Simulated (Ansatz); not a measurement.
We consider hcp Mg, described by RPBE (Ansatz, a program for electronic structure, plane waves, PAW).

Run with plane-wave cutoff 520 eV, 18×18×12 k mesh (along the axes of the cell as run), Fermi–Dirac smearing 0.05 eV, scalar-relativistic PAW data made under PBE.

Computed at the level's own relaxed cell.

Question: Estimate the equilibrium volume per atom, bulk modulus B0 and pressure derivative B′ of the bulk modulus that the calculation returns.

Answer: 
- equilibrium volume per atom: 23.70 Å³/atom
- bulk modulus B0: 34.2 GPa
- pressure derivative B′ of the bulk modulus: 4.0

The run finds no gap.

Measured, for comparison: bulk modulus 38.6 GPa (copied from a table, unchecked, extrapolated to 0 K and zero-point effects removed; as tabulated in Lejaeghere et al. (2013), arXiv:1204.2733). Computed (rounded) less measured: bulk modulus not scored (unchecked).

Note: the bulk modulus comes from volumes at which shape and atoms were relaxed.

Static lattice: no zero-point or thermal effects.
